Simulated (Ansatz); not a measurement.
Relaxation of C₄H₇NO (13 atoms, charge 0, multiplicity 1), to a largest force component of 0.02 eV/Å in at most 50 steps.

The calculation used RKS PBE-D4/6-31G (Ansatz).

```xyz
13
Properties=species:S:1:pos:R:3
C -1.328 -0.852 1.436
C -0.380 -0.339 0.431
N 0.394 -1.097 -0.252
C 1.310 -0.132 -1.007
C 0.521 1.175 -0.883
O -0.347 1.018 0.244
H -1.288 -1.890 1.539
H -0.593 -1.405 0.365
H -1.177 -0.322 2.434
H 2.245 -0.092 -0.550
H 1.317 -0.442 -2.030
H -0.065 1.425 -1.732
H 1.162 2.035 -0.695
```

Where does it end, and by what steps?

The forces met the threshold. Limits of this set-up: no polarisation functions. After 18 steps the energy has fallen by 6.649 eV; H8 moved furthest, 1.27 Å. Parted: C2–H8.

```
step  energy less start (eV)  largest force component (eV/Å)  accepted
   0                  0.0000                           7.114       yes
   1                 -1.4527                           4.366       yes
   2                 -2.7306                           3.142       yes
   3                 -3.7250                           3.590       yes
   4                 -4.7055                           3.883       yes
   5                 -5.5988                           2.830       yes
   6                 -6.1525                           2.059       yes
   7                 -6.4430                           1.077       yes
   8                 -6.5368                           0.442       yes
   9                 -6.5288                           0.354        no
  10                 -6.5781                           0.200       yes
  11                 -6.6034                           0.185       yes
  12                 -6.6310                           0.411       yes
  13                 -6.5962                           1.260        no
  14                 -6.6447                           0.281       yes
  15                 -6.6464                           0.133       yes
  16                 -6.6481                           0.104       yes
  17                 -6.6489                           0.034       yes
  18                 -6.6491                           0.013       yes
```

```xyz
13
Properties=species:S:1:pos:R:3
C -1.237 -0.730 1.661
C -0.453 -0.293 0.654
N 0.212 -1.009 -0.350
C 1.191 -0.170 -1.045
C 0.537 1.210 -0.842
O -0.166 1.082 0.460
H -1.396 -1.794 1.831
H 0.288 -2.019 -0.311
H -1.728 -0.016 2.318
H 2.202 -0.207 -0.585
H 1.277 -0.437 -2.111
H -0.206 1.425 -1.631
H 1.249 2.040 -0.748
```

Time of the run: 64 s on 1 thread of Arm Neoverse V2 (shared host), peak memory 0.15 GiB.
